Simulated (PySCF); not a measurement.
**How the method changes the constants of MgO⁻**

State: ²Σ⁺ (doublet), unpaired electrons σ ↑. Set-up: PySCF, spin-free X2C with a Gaussian nucleus, basis sets Mg aug-cc-pVDZ-DK, O aug-cc-pVDZ-DK. De refers to Mg + O⁻ in their high-spin ground configurations, without counterpoise correction. The functionals are run spin-unrestricted. A positive dipole points towards O; it is taken about the centre of mass and depends on that origin. Levels whose curve was spin-contaminated or gave no clean fit are not listed.

| Level | Re (Å) | ωe (cm⁻¹) | De (eV) | μ (D) |
| --- | --- | --- | --- | --- |
| PBE | 1.821 | 695 | 2.93 | -1.58 |
| BLYP | 1.828 | 680 | 2.69 | -1.60 |
| TPSS | 1.818 | 703 | 2.89 | -1.47 |
| r²SCAN | 1.806 | 723 | 2.92 | -1.67 |
| PBE0 | 1.807 | 693 | 2.56 | -1.63 |
| B97-3 | 1.813 | 680 | 2.43 | -1.61 |

The bond length runs from 1.806 Å (r²SCAN) to 1.828 Å (BLYP). De spans 2.43 eV (B97-3, global hybrid GGA) to 2.93 eV (PBE, GGA).

For an ion De counts to the pair picked by the measured ionisation energies or electron affinities, which need not be the lowest pair at this level. The highest Kohn–Sham level is positive in this anion. Much of that is self-interaction error, but it also means that the finite basis helps to hold the extra electron. The state is the lowest determinant that a PBE0 search found; another state may lie lower at other levels.

The whole job (state search and all levels along the bond) took about 2.8 min on 1 thread of Oxide Virtual Turin-like (shared host), peak memory 0.67 GiB.
